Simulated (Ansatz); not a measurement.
# AlNH₂ (triplet): wB97M-V, B2PLYP over vertical spin and charge gaps, def2-QZVPP

Aim: run AlNH₂ (triplet) with these functionals over vertical spin and charge gaps, and hold them against the top wave-function level at the same points.

Computed with Ansatz 0.2.0, Gaussian basis. Level: def2-QZVPP, all electrons in the functionals, frozen cores in the correlation of double hybrids and RPA.

The runs, in order: wB97M-V, B2PLYP, at charge 0, triplet; charge 0, singlet; charge 0, quintet; charge 1, doublet; charge 1, quartet.

2 further runs of the same task are left out: 2 set aside as unsound or not needed. Runs told in other sessions of the task aren't counted.

## Step 1: What is computed

The geometry is a PBE0/def2-TZVP stationary point (not a proven minimum).

4 atoms, charge 0, spin multiplicity 3.

Atoms are counted from 1 here; the program's logs count them from 0.

Bond lengths: Al1–N2 1.771 Å, N2–H3 1.007 Å, N2–H4 1.007 Å. Angles: Al1–N2–H3 124.1°, Al1–N2–H4 124.1°, H3–N2–H4 111.7°.

No dispersion term is added; wB97M-V holds VV10 nonlocal correlation.

The geometry shown and the zero of energy belong to the point charge 0, triplet. The yardstick, UCCSD(T), and other wave-function levels (R restricted, U unrestricted, valence and pair active spaces) come from earlier runs.

## Step 2: wB97M-V, charge 0, triplet

in.yaml

```yaml
crystal:
  periodic: [false, false, false]
  atoms:
    - {symbol: Al, position_ang: [0.000000, 0.000000, 0.686473]}
    - {symbol: N, position_ang: [0.000000, 0.000000, -1.084932]}
    - {symbol: H, position_ang: [0.000000, 0.833405, -1.649784]}
    - {symbol: H, position_ang: [0.000000, -0.833405, -1.649784]}
basis:
  gaussian: {orbitals: "def2-QZVPP.json"}
magnetization: {spin_polarized: true, initial_magnetization: 2}
hamiltonian: {xc: {name: wB97M-V}}
output: {orbitals: {seedname: orbitals}}
```

Run with:

```sh
> ansatz run in.yaml --threads 1 --pin off --events-out ev --progress --plain --max-ram 2393MiB
```

What it wrote, cut to the lines that bear on the results:

```text
Functional definition: wB97M-V
  name "wB97M-V"
  cite "Mardirossian & Head-Gordon, J. Chem. Phys. 144, 214110 (2016) doi:10.1063/1.4952647"
  cite "Becke, J. Chem. Phys. 107, 8554 (1997) doi:10.1063/1.475007"
  cite "Vydrov & Van Voorhis, J. Chem. Phys. 133, 244103 (2010) doi:10.1063/1.3521275"
  # Of w^i u^j: cxij and so on, Table III.
[...]
  gx(w, u) = 1 - cx + cx01*u + cx10*w
  gss(w, u) = css00 + css04*u^4 + css10*w + css20*w^2 + css43*w^4*u^3
  gos(w, u) = cos00 + cos10*w + (cos20 + cos21*u)*w^2 + (cos60 + cos61*u)*w^6
[...]
      + integral(e_c_pw_mod_opposite_spin*gos(b97_w_opposite, b97_u_opposite)) + vv10(b, c)
661 factors; their error is unknown
181 factors; integrals over basis functions are off by at most 3.5e-5 eV
[...]
mean field -8117.06259904 eV, -298.2965485722 hartree, gradient 5.1e-6 eV, S^2 2.001617; 1 other end points of the search recorded, 0 dependent functions left out
reference -8117.06264467 eV, -298.2965502490 hartree; 12, 10 occupied and 175, 177 virtual orbitals, 661 factors
Total energy: -8117.06264467 eV, -298.2965502490 hartree
```

Wall time 37 s (1 thread of Arm Neoverse V2, shared host); peak memory 0.55 GiB.

From the report: ⟨S²⟩ of the determinant 2.002 (pure triplet: 2.00).

## Step 3: wB97M-V, charge 0, singlet

Changes to in.yaml since step 2:

```diff
@@ -9,3 +9,3 @@
   gaussian: {orbitals: "def2-QZVPP.json"}
-magnetization: {spin_polarized: true, initial_magnetization: 2}
+magnetization: {spin_polarized: true, initial_magnetization: 0}
 hamiltonian: {xc: {name: wB97M-V}}
```

Launched as before.

What it wrote, cut to the lines that bear on the results:

```text
Functional definition: wB97M-V
  name "wB97M-V"
  cite "Mardirossian & Head-Gordon, J. Chem. Phys. 144, 214110 (2016) doi:10.1063/1.4952647"
  cite "Becke, J. Chem. Phys. 107, 8554 (1997) doi:10.1063/1.475007"
  cite "Vydrov & Van Voorhis, J. Chem. Phys. 133, 244103 (2010) doi:10.1063/1.3521275"
  # Of w^i u^j: cxij and so on, Table III.
[...]
  gx(w, u) = 1 - cx + cx01*u + cx10*w
  gss(w, u) = css00 + css04*u^4 + css10*w + css20*w^2 + css43*w^4*u^3
  gos(w, u) = cos00 + cos10*w + (cos20 + cos21*u)*w^2 + (cos60 + cos61*u)*w^6
[...]
      + integral(e_c_pw_mod_opposite_spin*gos(b97_w_opposite, b97_u_opposite)) + vv10(b, c)
661 factors; their error is unknown
181 factors; integrals over basis functions are off by at most 3.5e-5 eV
[...]
mean field -8119.91306747 eV, -298.4013013546 hartree, gradient 4.2e-5 eV, S^2 0.000000; 0 other end points of the search recorded, 0 dependent functions left out
reference -8119.91310901 eV, -298.4013028815 hartree; 11, 11 occupied and 176, 176 virtual orbitals, 661 factors
Total energy: -8119.91310901 eV, -298.4013028815 hartree
```

Wall time 14 s (1 thread of Arm Neoverse V2, shared host); peak memory 0.44 GiB.

From the report: ⟨S²⟩ of the determinant 0.000 (pure singlet: 0.00).

From charge 0, triplet: -275.0 kJ/mol.

## Step 4: wB97M-V, charge 0, quintet

Changes to in.yaml since step 3:

```diff
@@ -9,3 +9,3 @@
   gaussian: {orbitals: "def2-QZVPP.json"}
-magnetization: {spin_polarized: true, initial_magnetization: 0}
+magnetization: {spin_polarized: true, initial_magnetization: 4}
 hamiltonian: {xc: {name: wB97M-V}}
```

Same command.

What it wrote, cut to the lines that bear on the results:

```text
Functional definition: wB97M-V
  name "wB97M-V"
  cite "Mardirossian & Head-Gordon, J. Chem. Phys. 144, 214110 (2016) doi:10.1063/1.4952647"
  cite "Becke, J. Chem. Phys. 107, 8554 (1997) doi:10.1063/1.475007"
  cite "Vydrov & Van Voorhis, J. Chem. Phys. 133, 244103 (2010) doi:10.1063/1.3521275"
  # Of w^i u^j: cxij and so on, Table III.
[...]
  gx(w, u) = 1 - cx + cx01*u + cx10*w
  gss(w, u) = css00 + css04*u^4 + css10*w + css20*w^2 + css43*w^4*u^3
  gos(w, u) = cos00 + cos10*w + (cos20 + cos21*u)*w^2 + (cos60 + cos61*u)*w^6
[...]
      + integral(e_c_pw_mod_opposite_spin*gos(b97_w_opposite, b97_u_opposite)) + vv10(b, c)
661 factors; their error is unknown
181 factors; integrals over basis functions are off by at most 3.5e-5 eV
[...]
mean field -8112.16141740 eV, -298.1164334691 hartree, gradient 1.7e-5 eV, S^2 6.002738; 4 other end points of the search recorded, 0 dependent functions left out
reference -8112.16145969 eV, -298.1164350231 hartree; 13, 9 occupied and 174, 178 virtual orbitals, 661 factors
Total energy: -8112.16145969 eV, -298.1164350231 hartree
```

Run time: 62 s. Hardware: 1 thread of Arm Neoverse V2, shared host; peak memory 0.54 GiB.

From the report: ⟨S²⟩ of the determinant 6.003 (pure quintet: 6.00).

From charge 0, triplet: +472.9 kJ/mol.

## Step 5: wB97M-V, charge 1, doublet

Changes to in.yaml since step 4:

```diff
@@ -9,3 +9,4 @@
   gaussian: {orbitals: "def2-QZVPP.json"}
-magnetization: {spin_polarized: true, initial_magnetization: 4}
+total_charge: 1
+magnetization: {spin_polarized: true, initial_magnetization: 1}
 hamiltonian: {xc: {name: wB97M-V}}
```

Same command.

What it wrote, cut to the lines that bear on the results:

```text
Functional definition: wB97M-V
  name "wB97M-V"
  cite "Mardirossian & Head-Gordon, J. Chem. Phys. 144, 214110 (2016) doi:10.1063/1.4952647"
  cite "Becke, J. Chem. Phys. 107, 8554 (1997) doi:10.1063/1.475007"
  cite "Vydrov & Van Voorhis, J. Chem. Phys. 133, 244103 (2010) doi:10.1063/1.3521275"
  # Of w^i u^j: cxij and so on, Table III.
[...]
  gx(w, u) = 1 - cx + cx01*u + cx10*w
  gss(w, u) = css00 + css04*u^4 + css10*w + css20*w^2 + css43*w^4*u^3
  gos(w, u) = cos00 + cos10*w + (cos20 + cos21*u)*w^2 + (cos60 + cos61*u)*w^6
[...]
      + integral(e_c_pw_mod_opposite_spin*gos(b97_w_opposite, b97_u_opposite)) + vv10(b, c)
661 factors; their error is unknown
181 factors; integrals over basis functions are off by at most 3.5e-5 eV
[...]
mean field -8111.44714401 eV, -298.0901844061 hartree, gradient 4.8e-5 eV, S^2 0.751849; 1 other end points of the search recorded, 0 dependent functions left out
reference -8111.44718619 eV, -298.0901859561 hartree; 11, 10 occupied and 176, 177 virtual orbitals, 661 factors
Total energy: -8111.44718619 eV, -298.0901859561 hartree
```

It took 19 s on 1 thread of Arm Neoverse V2, shared host; peak memory 0.44 GiB.

From the report: ⟨S²⟩ of the determinant 0.752 (pure doublet: 0.75).

From charge 0, triplet: +541.8 kJ/mol.

## Step 6: wB97M-V, charge 1, quartet

Changes to in.yaml since step 5:

```diff
@@ -10,3 +10,3 @@
 total_charge: 1
-magnetization: {spin_polarized: true, initial_magnetization: 1}
+magnetization: {spin_polarized: true, initial_magnetization: 3}
 hamiltonian: {xc: {name: wB97M-V}}
```

The command is unchanged.

What it wrote, cut to the lines that bear on the results:

```text
Functional definition: wB97M-V
  name "wB97M-V"
  cite "Mardirossian & Head-Gordon, J. Chem. Phys. 144, 214110 (2016) doi:10.1063/1.4952647"
  cite "Becke, J. Chem. Phys. 107, 8554 (1997) doi:10.1063/1.475007"
  cite "Vydrov & Van Voorhis, J. Chem. Phys. 133, 244103 (2010) doi:10.1063/1.3521275"
  # Of w^i u^j: cxij and so on, Table III.
[...]
  gx(w, u) = 1 - cx + cx01*u + cx10*w
  gss(w, u) = css00 + css04*u^4 + css10*w + css20*w^2 + css43*w^4*u^3
  gos(w, u) = cos00 + cos10*w + (cos20 + cos21*u)*w^2 + (cos60 + cos61*u)*w^6
[...]
      + integral(e_c_pw_mod_opposite_spin*gos(b97_w_opposite, b97_u_opposite)) + vv10(b, c)
661 factors; their error is unknown
181 factors; integrals over basis functions are off by at most 3.5e-5 eV
[...]
mean field -8107.04878273 eV, -297.9285476102 hartree, gradient 9.6e-6 eV, S^2 3.752731; 3 other end points of the search recorded, 0 dependent functions left out
reference -8107.04883084 eV, -297.9285493782 hartree; 12, 9 occupied and 175, 178 virtual orbitals, 661 factors
Total energy: -8107.04883084 eV, -297.9285493782 hartree
```

It took 47 s on 1 thread of Arm Neoverse V2, shared host; peak memory 0.59 GiB.

From the report: ⟨S²⟩ of the determinant 3.753 (pure quartet: 3.75).

From charge 0, triplet: +966.2 kJ/mol.

## Step 7: B2PLYP, charge 0, triplet

Changes to in.yaml since step 6:

```diff
@@ -9,5 +9,4 @@
   gaussian: {orbitals: "def2-QZVPP.json"}
-total_charge: 1
-magnetization: {spin_polarized: true, initial_magnetization: 3}
-hamiltonian: {xc: {name: wB97M-V}}
-output: {orbitals: {seedname: orbitals}}
+magnetization: {spin_polarized: true, initial_magnetization: 2}
+hamiltonian: {xc: {name: B2PLYP}}
+correlation: {electrons: outside_noble_gas}
```

Same command.

What it wrote, cut to the lines that bear on the results:

```text
Functional definition: B2PLYP
  name "B2PLYP"
  cite "Grimme, J. Chem. Phys. 124, 034108 (2006) doi:10.1063/1.2148954"
  cite "Becke, Phys. Rev. A 38, 3098 (1988) doi:10.1103/PhysRevA.38.3098"
  cite "Lee, Yang & Parr, Phys. Rev. B 37, 785 (1988) doi:10.1103/PhysRevB.37.785"
[...]
1106 factors; integrals over basis functions are off by at most 9.4e-4 eV
[...]
mean field -8111.73267010 eV, -298.1006772963 hartree, gradient 1.1e-6 eV, S^2 2.002165; 4 other end points of the search recorded, 0 dependent functions left out
6 core orbitals not correlated: weight in the atoms' cores, before any rotation towards them, 1.000 or more for the frozen orbitals, at most 0.000 for the correlated occupied ones
reference -8111.73280150 eV, -298.1006821251 hartree; 6, 4 occupied and 175, 177 virtual orbitals, 1106 factors
second order -8.96593739 eV of doubles, -0.00000000 eV of singles
Total energy: -8114.15360459 eV, -298.1896449979 hartree
```

Wall time 16 s (1 thread of Arm Neoverse V2, shared host); peak memory 0.5 GiB.

From the report: ⟨S²⟩ of the determinant 2.002 (pure triplet: 2.00).

## Step 8: B2PLYP, charge 0, singlet

Changes to in.yaml since step 7:

```diff
@@ -9,3 +9,3 @@
   gaussian: {orbitals: "def2-QZVPP.json"}
-magnetization: {spin_polarized: true, initial_magnetization: 2}
+magnetization: {spin_polarized: true, initial_magnetization: 0}
 hamiltonian: {xc: {name: B2PLYP}}
```

Same command.

What it wrote, cut to the lines that bear on the results:

```text
Functional definition: B2PLYP
  name "B2PLYP"
  cite "Grimme, J. Chem. Phys. 124, 034108 (2006) doi:10.1063/1.2148954"
  cite "Becke, Phys. Rev. A 38, 3098 (1988) doi:10.1103/PhysRevA.38.3098"
  cite "Lee, Yang & Parr, Phys. Rev. B 37, 785 (1988) doi:10.1103/PhysRevB.37.785"
[...]
1106 factors; integrals over basis functions are off by at most 9.4e-4 eV
[...]
mean field -8114.07554751 eV, -298.1867764532 hartree, gradient 6.0e-6 eV, S^2 0.000000; 4 other end points of the search recorded, 0 dependent functions left out
6 core orbitals not correlated: weight in the atoms' cores, before any rotation towards them, 1.000 or more for the frozen orbitals, at most 0.000 for the correlated occupied ones
reference -8114.07566978 eV, -298.1867809466 hartree; 5, 5 occupied and 176, 176 virtual orbitals, 1106 factors
second order -9.77185682 eV of doubles, -0.00000000 eV of singles
Total energy: -8116.71407113 eV, -298.2837404075 hartree
```

Wall time 17 s (1 thread of Arm Neoverse V2, shared host); peak memory 0.49 GiB.

From the report: ⟨S²⟩ of the determinant 0.000 (pure singlet: 0.00).

From charge 0, triplet: -247.0 kJ/mol.

## Step 9: B2PLYP, charge 0, quintet

Changes to in.yaml since step 8:

```diff
@@ -9,3 +9,3 @@
   gaussian: {orbitals: "def2-QZVPP.json"}
-magnetization: {spin_polarized: true, initial_magnetization: 0}
+magnetization: {spin_polarized: true, initial_magnetization: 4}
 hamiltonian: {xc: {name: B2PLYP}}
```

Same command.

What it wrote, cut to the lines that bear on the results:

```text
Functional definition: B2PLYP
  name "B2PLYP"
  cite "Grimme, J. Chem. Phys. 124, 034108 (2006) doi:10.1063/1.2148954"
  cite "Becke, Phys. Rev. A 38, 3098 (1988) doi:10.1103/PhysRevA.38.3098"
  cite "Lee, Yang & Parr, Phys. Rev. B 37, 785 (1988) doi:10.1103/PhysRevB.37.785"
[...]
1106 factors; integrals over basis functions are off by at most 9.4e-4 eV
[...]
mean field -8107.42671537 eV, -297.9424363785 hartree, gradient 2.2e-6 eV, S^2 6.004665; 5 other end points of the search recorded, 0 dependent functions left out
6 core orbitals not correlated: weight in the atoms' cores, before any rotation towards them, 1.000 or more for the frozen orbitals, at most 0.000 for the correlated occupied ones
reference -8107.42685076 eV, -297.9424413542 hartree; 7, 3 occupied and 174, 178 virtual orbitals, 1106 factors
second order -7.01696672 eV of doubles, -0.00000000 eV of singles
Total energy: -8109.32143178 eV, -298.0120659224 hartree
```

It took 25 s on 1 thread of Arm Neoverse V2, shared host; peak memory 0.43 GiB.

From the report: ⟨S²⟩ of the determinant 6.005 (pure quintet: 6.00).

From charge 0, triplet: +466.2 kJ/mol.

## Step 10: B2PLYP, charge 1, doublet

Changes to in.yaml since step 9:

```diff
@@ -9,3 +9,4 @@
   gaussian: {orbitals: "def2-QZVPP.json"}
-magnetization: {spin_polarized: true, initial_magnetization: 4}
+total_charge: 1
+magnetization: {spin_polarized: true, initial_magnetization: 1}
 hamiltonian: {xc: {name: B2PLYP}}
```

Launched as before.

What it wrote, cut to the lines that bear on the results:

```text
Functional definition: B2PLYP
  name "B2PLYP"
  cite "Grimme, J. Chem. Phys. 124, 034108 (2006) doi:10.1063/1.2148954"
  cite "Becke, Phys. Rev. A 38, 3098 (1988) doi:10.1103/PhysRevA.38.3098"
  cite "Lee, Yang & Parr, Phys. Rev. B 37, 785 (1988) doi:10.1103/PhysRevB.37.785"
[...]
1106 factors; integrals over basis functions are off by at most 9.4e-4 eV
[...]
mean field -8105.99816856 eV, -297.8899382515 hartree, gradient 7.8e-6 eV, S^2 0.753302; 4 other end points of the search recorded, 0 dependent functions left out
6 core orbitals not correlated: weight in the atoms' cores, before any rotation towards them, 1.000 or more for the frozen orbitals, at most 0.000 for the correlated occupied ones
reference -8105.99829271 eV, -297.8899428140 hartree; 5, 4 occupied and 176, 177 virtual orbitals, 1106 factors
second order -8.75521890 eV of doubles, -0.00000000 eV of singles
Total energy: -8108.36220181 eV, -297.9768148712 hartree
```

Run time: 20 s. Hardware: 1 thread of Arm Neoverse V2, shared host; peak memory 0.51 GiB.

From the report: ⟨S²⟩ of the determinant 0.753 (pure doublet: 0.75).

From charge 0, triplet: +558.8 kJ/mol.

## Step 11: B2PLYP, charge 1, quartet

Changes to in.yaml since step 10:

```diff
@@ -10,3 +10,3 @@
 total_charge: 1
-magnetization: {spin_polarized: true, initial_magnetization: 1}
+magnetization: {spin_polarized: true, initial_magnetization: 3}
 hamiltonian: {xc: {name: B2PLYP}}
```

Launched as before.

What it wrote, cut to the lines that bear on the results:

```text
Functional definition: B2PLYP
  name "B2PLYP"
  cite "Grimme, J. Chem. Phys. 124, 034108 (2006) doi:10.1063/1.2148954"
  cite "Becke, Phys. Rev. A 38, 3098 (1988) doi:10.1103/PhysRevA.38.3098"
  cite "Lee, Yang & Parr, Phys. Rev. B 37, 785 (1988) doi:10.1103/PhysRevB.37.785"
[...]
1106 factors; integrals over basis functions are off by at most 9.4e-4 eV
[...]
mean field -8102.35594660 eV, -297.7560890636 hartree, gradient 2.3e-6 eV, S^2 3.754520; 7 other end points of the search recorded, 0 dependent functions left out
6 core orbitals not correlated: weight in the atoms' cores, before any rotation towards them, 1.000 or more for the frozen orbitals, at most 0.000 for the correlated occupied ones
reference -8102.35608090 eV, -297.7560939989 hartree; 6, 3 occupied and 175, 178 virtual orbitals, 1106 factors
second order -6.67643831 eV of doubles, -0.00000000 eV of singles
Total energy: -8104.15871925 eV, -297.8223397362 hartree
```

Wall time 32 s (1 thread of Arm Neoverse V2, shared host); peak memory 0.51 GiB.

From the report: ⟨S²⟩ of the determinant 3.755 (pure quartet: 3.75).

From charge 0, triplet: +964.4 kJ/mol.

## Step 12: The comparison

No level is safe as a reference over these points; UCCSD(T) serves as a yardstick only. It comes from earlier runs at the same points. Energies in kJ/mol, counted from charge 0, triplet; blanks weren't run or aren't comparable.

| level | triplet to singlet | triplet to quintet | ionisation to the doublet cation | ionisation to the quartet cation |
| --- | --- | --- | --- | --- |
| UCCSD(T) |  | 448.3 | 572.6 | 968.4 |
| wB97M-V | -275.0 | 472.9 | 541.8 | 966.2 |
| B2PLYP | -247.0 | 466.2 | 558.8 | 964.4 |

Largest miss and mean time a point (UCCSD(T) took 41 s a point; shared hosts):

| level | largest miss (kJ/mol) | where | time a point |
| --- | --- | --- | --- |
| wB97M-V | -30.8 | ionisation to the doublet cation | 36 s |
| B2PLYP | +17.9 | triplet to quintet | 22 s |

## Step 13: Summary of results

```
                                  quantity                                            value
              triplet to quintet, UCCSD(T)                                     448.3 kJ/mol
ionisation to the doublet cation, UCCSD(T)                                     572.6 kJ/mol
ionisation to the quartet cation, UCCSD(T)                                     968.4 kJ/mol
                     largest miss, wB97M-V  -30.8 kJ/mol (ionisation to the doublet cation)
                      largest miss, B2PLYP                +17.9 kJ/mol (triplet to quintet)
```

What this shows: Misses are known at 3 of 4 points at best, and only functionals with that many are ranked. Of the functionals, B2PLYP keep the smallest largest miss at the points compared (at most 17.9 kJ/mol) and wB97M-V strays most (30.8 kJ/mol, at ionisation to the doublet cation). Functionals and the yardstick converge differently with the basis, so part of each miss in def2-QZVPP is the basis. The yardstick itself may be off where one determinant is a poor start.
